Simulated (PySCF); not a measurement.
**Reproducing measurements on CFCl3**

**The experiment to reproduce.**

NIST CCCBDB Release 22 (SRD 101), experimental dipoles lists, for the gas: dipole moment (microwave Stark effect, vibrational ground state) 0.46 ± 0.02 D.

The results are set against them at the end.

CFCl3.
Numbering: `[F:1][C:2]([Cl:3])([Cl:4])[Cl:5]`

Cartesian coordinates in Å at the GFN2-xTB level; atoms count from 1:
```
atom  x, y, z in Å
F1     0.0603   -0.1410    1.3961
C2     0.0046   -0.0063    0.0667
Cl3   -0.4579    1.6606   -0.3126
Cl4    1.6028   -0.3706   -0.6039
Cl5   -1.2011   -1.1397   -0.5634
```

The PySCF runs (gas phase, on this GFN2-xTB geometry; no spin–orbit coupling):

```json
{"level": "B3LYP/def2-QZVP", "job": "shieldings", "basis functions": "324", "wall time": "32 s"}
{"level": "B97-D/def2-QZVP", "job": "shieldings", "basis functions": "324", "wall time": "40 s"}
{"level": "BLYP/def2-QZVP", "job": "shieldings", "basis functions": "324", "wall time": "43 s"}
{"level": "BP86/def2-QZVP", "job": "shieldings", "basis functions": "324", "wall time": "51 s"}
{"level": "HF/def2-QZVP", "job": "shieldings", "basis functions": "324", "wall time": "21 s"}
{"level": "KT2/def2-QZVP", "job": "shieldings", "basis functions": "324", "wall time": "46 s"}
{"level": "KT3/def2-QZVP", "job": "shieldings", "basis functions": "324", "wall time": "47 s"}
{"level": "LDA/def2-QZVP", "job": "shieldings", "basis functions": "324", "wall time": "37 s"}
{"level": "OPBE/def2-QZVP", "job": "shieldings", "basis functions": "324", "wall time": "42 s"}
{"level": "PBE/def2-QZVP", "job": "shieldings", "basis functions": "324", "wall time": "42 s"}
{"level": "PW91/MINI", "job": "shieldings", "basis functions": "37", "wall time": "2.0 s"}
{"level": "X3LYP/MINI", "job": "shieldings", "basis functions": "37", "wall time": "1.8 s"}
```

Hardware: one thread of an Intel Xeon at 2.30 GHz, shared host.

Results beside the measurements:

**Dipole moment.** Measured: 0.46 D (NIST CCCBDB Release 22 (SRD 101), experimental dipoles).

```csv
level,computed (D),computed − measured (D),% (from the printed values)
B3LYP/def2-QZVP,0.39,-0.07,-15
B97-D/def2-QZVP,0.29,-0.17,-37
BLYP/def2-QZVP,0.33,-0.13,-28
BP86/def2-QZVP,0.29,-0.17,-37
HF/def2-QZVP,0.51,+0.05,+11
KT2/def2-QZVP,0.31,-0.15,-33
KT3/def2-QZVP,0.30,-0.16,-35
LDA/def2-QZVP,0.34,-0.12,-26
OPBE/def2-QZVP,0.23,-0.23,-50
PBE/def2-QZVP,0.29,-0.17,-37
PW91/MINI,0.01,-0.45,-98
X3LYP/MINI,0.11,-0.35,-76
```

Closest is HF/def2-QZVP (+0.05 D), furthest PW91/MINI (-0.45 D); one molecule doesn't rank methods. The computed dipoles belong to one fixed geometry; measured ones are averaged over vibrations unless marked μe. Magnitudes are compared, not signs.

The geometry is computed, not the measured one. Where a level misses, the cause wasn't examined.
